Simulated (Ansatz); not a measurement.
bcc Cs was calculated with PBE+SOC (PAW; Ansatz, a first-principles code).

Settings: plane-wave cutoff 520 eV, 14×14×14 k mesh, Fermi–Dirac smearing 0.05 eV, PAW data made under PBE.

Cell (relaxed at this level):

```xyz
1
Lattice="-3.0797 3.0797 3.0797 3.0797 -3.0797 3.0797 3.0797 3.0797 -3.0797" Properties=species:S:1:pos:R:3 pbc="T T T"
Cs     0.0000     0.0000     0.0000
```

### Question
Predict the bulk modulus and pressure derivative B′ of the bulk modulus.

### Answer

- bulk modulus: 1.96 GPa
- pressure derivative B′ of the bulk modulus: 3.5

The run finds no gap.

Measured, for comparison: bulk modulus 2.11 GPa (corrected for temperature and zero-point phonon effects, our sources range from 2.11 to 2.35; as tabulated in Levämäki et al. (2014), arXiv:1402.3671). Computed (rounded) less measured: bulk modulus -7 % (-7 % to -17 % over the range).

Static lattice: no zero-point or thermal effects.

It cost very roughly 4 core-minutes of CPU time.
